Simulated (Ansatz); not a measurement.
We consider hcp Gd, described by PBE (plane waves, PAW; Ansatz, a quantum-chemistry and plane-wave program).

Settings: plane-wave cutoff 500 eV, 24×24×14 k mesh (along the axes of the cell as run), Fermi–Dirac smearing 0.1 eV, spin-polarised with parallel moments, scalar-relativistic PAW data made under PBE.

Computed at the level's own relaxed cell.

Problem. Predict the volume per atom, lattice constant a, lattice parameter c and magnetic moment per atom (the cell's total over its atoms).

Solution. 
volume per atom: 33.83 Å³/atom
lattice constant a: 3.656 Å
lattice parameter c: 5.847 Å
magnetic moment per atom (the cell's total over its atoms): 7.60 μB

Measured, for comparison: equilibrium volume per atom 33.05 Å³/atom (room temperature, no zero-point or thermal correction; as tabulated in Söderlind et al. (2014), doi:10.1088/0953-8984/26/41/416001); lattice constant a 3.634 Å (293 K, no zero-point or thermal correction, our sources range from 3.634 to 3.640; as tabulated in Wikipedia's data pages); lattice parameter c 5.782 Å (293 K, no zero-point or thermal correction; as tabulated in Wikipedia's data pages). Computed (rounded) less measured: equilibrium volume per atom +2.4 %, lattice constant a +0.6 % (+0.4 % to +0.6 % over the range), lattice parameter c +1.1 %.

Note: the 4f shell is treated without U or exact exchange, so its levels and filling can be wrong; the collinear magnetic order is the start's and need not be the measured one.

Moments are spin moments.

Spin–orbit coupling is not included.

Computed values are for the static lattice.

The result took about 11 core-minutes (a rough figure).
